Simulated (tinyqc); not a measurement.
Hueckel theory of the pi electrons, for the molecule Fc1ccsc1 (SMILES; centres numbered as the heavy atoms are written), step by step. Computed by tinyqc, a small Python program that keeps every step. Settings: charge = 0. Command: `OMP_NUM_THREADS=1 python tinyqc.py 25924 25925 out.jsonl` (the two numbers bound the seeds that draw the settings). One thread of a shared host (Intel(R) Xeon(R) Processor @ 2.60GHz), about 0.01 s of CPU time with the checks.

## The Hueckel matrix

Centres:

| centre | z_r, pi electrons of the neutral centre | h |
|---|---|---|
| 1F | 2 | 3.000000 |
| 2C | 1 | 0.000000 |
| 3C | 1 | 0.000000 |
| 4C | 1 | 0.000000 |
| 5S | 2 | 1.000000 |
| 6C | 1 | 0.000000 |

Bonds:

| i | j | k |
|---|---|---|
| 1 | 2 | 0.700000 |
| 2 | 3 | 1 |
| 3 | 4 | 1 |
| 4 | 5 | 0.650000 |
| 5 | 6 | 0.650000 |
| 6 | 2 | 1 |

H_rr = alpha + h_r beta, H_rs = k_rs beta for bonded centres.

Hueckel matrix in units of beta (H = alpha + beta A):
```
          1F        2C        3C        4C        5S        6C
1F  3.000000  0.700000  0.000000  0.000000  0.000000  0.000000
2C  0.700000  0.000000  1.000000  0.000000  0.000000  1.000000
3C  0.000000  1.000000  0.000000  1.000000  0.000000  0.000000
4C  0.000000  0.000000  1.000000  0.000000  0.650000  0.000000
5S  0.000000  0.000000  0.000000  0.650000  1.000000  0.650000
6C  0.000000  1.000000  0.000000  0.000000  0.650000  0.000000
```

## Orbitals

pi electrons, sum of z_r less the charge = 8

Diagonalise; E = alpha + x beta with beta < 0, so the largest x are filled first; degenerate levels share their electrons. P = sum n_i c_ri c_si; each orbital has its largest coefficient positive (the first on a tie).

x values: 3.196205  1.881960  0.950260  0.587033  -0.958023  -1.657435

occupations: 2.000000  2.000000  2.000000  2.000000  0.000000  0.000000

coefficients:
```
         MO1        MO2        MO3        MO4        MO5        MO6
1F  0.953066  -0.212913   0.145716  -0.117672   0.050804  -0.093122
2C  0.267138   0.340065  -0.426684   0.405625  -0.287261   0.619583
3C  0.095340   0.403469  -0.540282  -0.301719  -0.320014  -0.585470
4C  0.037589   0.419249  -0.086724  -0.582744   0.593842   0.350796
5S  0.038159   0.593138   0.704418  -0.062109  -0.382923   0.006229
6C  0.091340   0.385558   0.032820   0.622205   0.559654  -0.376263
```

charge and bond-order matrix P:
```
           1F         2C         3C         4C         5S         6C
1F   1.977495   0.144581  -0.076524   0.004994   0.040068  -0.126942
2C   0.144581   1.067196   0.541639  -0.093518  -0.227717   0.787786
3C  -0.076524   0.541639   1.109632   0.790836  -0.237787  -0.082387
4C   0.004994  -0.093518   0.790836   1.048589   0.450421  -0.400709
5S   0.040068  -0.227717  -0.237787   0.450421   1.706662   0.433297
6C  -0.126942   0.787786  -0.082387  -0.400709   0.433297   1.090427
```

## Energy, charges, bond orders

E = sum n x; q_r = z_r - P_rr; bond order p = P_rs; free valence = sqrt(3) - sum of p over the bonds of the atom.

pi energy = 8 alpha + this times beta = 13.230916

pi charges: 1F 0.022505, 2C -0.067196, 3C -0.109632, 4C -0.048589, 5S 0.293338, 6C -0.090427

Bond orders and lengths from R = 1.517 - 0.180 p (angstrom, C-C alone):

| bond | p | R |
|---|---|---|
| 1-2 | 0.144581 | - |
| 2-3 | 0.541639 | 1.419505 |
| 3-4 | 0.790836 | 1.374650 |
| 4-5 | 0.450421 | - |
| 5-6 | 0.433297 | - |
| 6-2 | 0.787786 | 1.375198 |

free valence of the carbons: 2C 0.258044, 3C 0.399576, 4C 0.490794, 6C 0.510968

gap between the highest filled and the next level = 1.545055 |beta|
